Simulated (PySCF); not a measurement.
Compound: methacrolein, C4H6O.
Numbering: `[CH2:1]=[C:2]([CH3:3])[CH:4]=[O:5]` (hydrogens: H6, H7 on C1; H8, H9, H10 on C3; H11 on C4)

Computed by this run: PBE0-D3(BJ)/def2-SVP geometry optimisation, gas phase in PySCF; density fitting, grid level 1; the optimiser is geomeTRIC in internal coordinates, started from an MMFF94s structure.

Step 1: E = -6280.2837 eV
```
atom  x, y, z in Å  |  force x, y, z in eV/Å
C1     -0.1367    1.2178   -0.8421    0.013   0.004   0.028
C2      0.0485    0.0990   -0.1244   -0.167  -0.054  -0.130
C3     -0.9821   -0.5410    0.7464   -0.104   0.011  -0.024
C4      1.3821   -0.5380   -0.1571    0.343   0.462   0.445
O5      1.7511   -1.3628    0.6406   -0.110  -0.262  -0.165
H6     -1.0889    1.7561   -0.8288    0.026   0.012   0.012
H7      0.6728    1.6521   -1.4400   -0.034  -0.103  -0.035
H8     -1.1980   -1.5619    0.3900   -0.005   0.020   0.046
H9     -1.9162    0.0377    0.7503   -0.003  -0.032   0.002
H10    -0.6213   -0.6421    1.7814    0.069   0.000  -0.036
H11     2.0886   -0.1170   -0.9163   -0.027  -0.057  -0.144
```

Step 2: E = -6280.2931 eV
```
atom  x, y, z in Å  |  force x, y, z in eV/Å
C1     -0.1367    1.2236   -0.8413   -0.018   0.030  -0.062
C2      0.0452    0.1152   -0.1093    0.063   0.103   0.229
C3     -0.9837   -0.5416    0.7522    0.000   0.087   0.028
C4      1.3967   -0.4927   -0.1129   -0.187  -0.532  -0.551
O5      1.7180   -1.4310    0.5729    0.017   0.147   0.159
H6     -1.0794    1.7775   -0.8479   -0.041  -0.076  -0.042
H7      0.6732    1.6181   -1.4632    0.039   0.032   0.049
H8     -1.1718   -1.5719    0.4107    0.028   0.008  -0.003
H9     -1.9328    0.0112    0.7461    0.006   0.000  -0.003
H10    -0.6189   -0.6220    1.7872    0.001  -0.018   0.012
H11     2.0902   -0.0865   -0.8945    0.093   0.219   0.184
```

**Question.** Estimate the geometry and energy of step 3. (The exact step hangs on the optimiser's Hessian estimate; all steps are aligned on step 2, rigid shifts and turns removed.)

**Answer.** E = -6280.3139 eV, largest force 0.085 eV/Å
```
atom  x, y, z in Å  |  force x, y, z in eV/Å
C1     -0.1373    1.2200   -0.8447   -0.035  -0.009  -0.060
C2      0.0443    0.1109   -0.1136    0.035   0.014   0.044
C3     -0.9835   -0.5371    0.7549    0.010   0.034   0.008
C4      1.3893   -0.5121   -0.1346   -0.019  -0.078  -0.028
O5      1.7111   -1.4400    0.5648   -0.012   0.009  -0.027
H6     -1.0880    1.7598   -0.8586   -0.007  -0.011  -0.004
H7      0.6742    1.6208   -1.4605    0.014   0.010   0.014
H8     -1.1815   -1.5650    0.4128    0.010  -0.006   0.002
H9     -1.9279    0.0234    0.7581    0.007   0.003  -0.003
H10    -0.6093   -0.6242    1.7862   -0.002  -0.008   0.007
H11     2.1085   -0.0566   -0.8648   -0.001   0.041   0.047
```

The energy changes by -0.0208 eV. The first-order estimate −F·Δx gives -0.0360 eV and the mean of the old and new forces, exact on a quadratic surface, -0.0208 eV. The step makes an angle of 54° with the force vector and moves no atom by more than 0.046 Å.

What follows is the cost of the whole optimisation. The run took 27 s of wall time on an Intel Xeon Platinum 8488C with one thread, shared host with 192 logical CPUs at a one-minute load of 141, and the process peaked at 0.42 GiB of memory.
